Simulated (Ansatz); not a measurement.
Calculated with Ansatz (gas phase, PBE0-D4/def2-TZVP geometries, no zero-point term in ΔE). CCSD(T)/CBS is the MP2 limit (def2-TZVPP, def2-QZVPP) plus CCSD(T) − MP2 in def2-TZVPP, frozen cores. This one scheme is used for every species, atoms too. DFT in def2-TZVPP. B3LYP here is the variant with VWN-RPA as its local correlation; programs differ in this. HSE06 is defined as in plane-wave codes. Open shells (•) are unrestricted, without spin–orbit coupling. Spin–orbit coupling would lower the free atoms: a little for C, O. Each species was taken in one conformer, which may not be the lowest.

Consider the atomization: `N=C1OC1N` → 2 C• + 4 H• + 2 N• + O•.

| level | ΔE (kcal/mol) | difference from CCSD(T)/CBS |
| --- | --- | --- |
| r2SCAN-D4 | 864.6 | 7.5 |
| B3LYP-D4 | 866.0 | 8.9 |
| HSE06-D4 | 872.3 | 15.2 |
| BHLYP-D4 | 815.3 | -41.8 |
| CAM-B3LYP-D4 | 867.8 | 10.7 |
| ωB97M-V | 866.0 | 8.9 |
| PBE-QIDH | 851.9 | -5.2 |
| BLYP | 872.1 | 15.0 |
| HF/def2-SVP | 546.9 | -310.2 |
| HF/def2-QZVPP | 541.4 | -315.7 |
| CCSD(T)/CBS | 857.1 | 0 |

Largest T1 diagnostic among the species: 0.016.

From PBE to PBE0 (25 % exact exchange), in def2-TZVPP and without D4, ΔE moves by −37.1 kcal/mol: exact exchange takes away binding that semilocal exchange gives to molecules. Leaving LDA and LC-ωPBE aside and taking each functional with its dispersion term where it has one, the values, not all of them listed here, spread over 93.6 kcal/mol, from BHLYP-D4 to PBE-D4. LDA lies +128.7 kcal/mol from PBE without D4, its usual overbinding.

For atomizations the MP2-based limit and the directly extrapolated one differ by several kJ/mol either way, and by 10 to 25 for some Ge, Se and Sn compounds, so smaller differences from it don't rank the levels.
